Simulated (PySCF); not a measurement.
Species: C4H7FN (doublet state).
Z-matrix (Å and degrees, GFN2-xTB geometry), rows numbered from 1:
```
C 
N   1  1.2310
C   2  1.4216  1  130.02
C   3  1.5350  2  114.84  1    -1.03
C   4  1.5194  3  111.50  2   179.71
F   5  1.3750  4  110.51  3   -65.73
H   1  1.0792  2  121.23  3  -179.93
H   3  1.0961  2  107.02  1  -123.51
H   3  1.0953  2  107.30  1   121.18
H   4  1.0907  3  109.47  2   -59.56
H   4  1.0913  3  108.85  2    58.74
H   5  1.0949  4  111.43  3   176.02
H   5  1.0953  4  111.69  3    52.57
```

The hyperfine couplings belong to this conformer and change with its torsions.

As a line formula: `[H]/[C]=N/CCCF` [radical].

Method: UKS B3LYP, pcH-1 on C F H N, non-relativistic, mean-field spin-orbit, GIAO (PySCF 2.14.0). The structure is a single GFN2-xTB conformer in the gas phase; no vibrational or solvent corrections. A GFN2-xTB geometry isn't a minimum of the functional, and hyperfine couplings can be far from their values at a DFT geometry. No stability test was run, so a lower SCF solution isn't excluded.

Question: Match the computed a_iso(13C) values +221.9, +57.4, -2.4, +2.3 MHz with the sites C1; C3; C4; C5.

Answer: 
```
site  a_iso (MHz)  ρ(0) (bohr⁻³)                 position  distance from C1 (Å)  spin population  largest |T| (MHz)
  C1       +221.9        +0.1974  largest spin population                  0.00            +0.66              105.4
  C3        +57.4        +0.0511          2 bonds from C1                  2.41            +0.02               11.0
  C4         +2.3        +0.0021          3 bonds from C1                  2.89            +0.03                6.2
  C5         -2.4        -0.0021          4 bonds from C1                  4.39             0.00                0.6
```

Question: The isotropic 1H couplings, averaged over equivalent nuclei, are +212.5, +4.1, -3.6, -1.3 MHz. Assign them to H7; H8/H9; H10/H11; H12/H13.

Answer: 
```tsv
site	a_iso (MHz)	ρ(0) (bohr⁻³)	position	distance from C1 (Å)	bound to	spin population there	largest |T| (MHz)
H7	+212.5	+0.0476	1 bond from C1	1.08	C1	+0.66	29.0
H8/H9	-3.6	-0.0008	3 bonds from C1	3.08	C3	+0.02	8.9
H10/H11	-1.3	-0.0003	4 bonds from C1	2.86	C4	+0.03	5.3
H12/H13	+4.1	+0.0009	5 bonds from C1	4.92	C5	0.00	1.7
```

ρ(0) is the spin density at the nucleus and T the dipolar tensor; entries for several nuclei are means. The largest Mulliken spin populations are on C1 (+0.66), N2 (+0.23) and H7 (+0.07).

β density exceeds α density at some nuclei, such as C5 (-0.0021), spin density in bohr⁻³. In a single determinant that takes different orbitals for the two spins, that is spin polarisation.

Means are taken over nuclei equivalent by connectivity, which assumes that they swap fast.
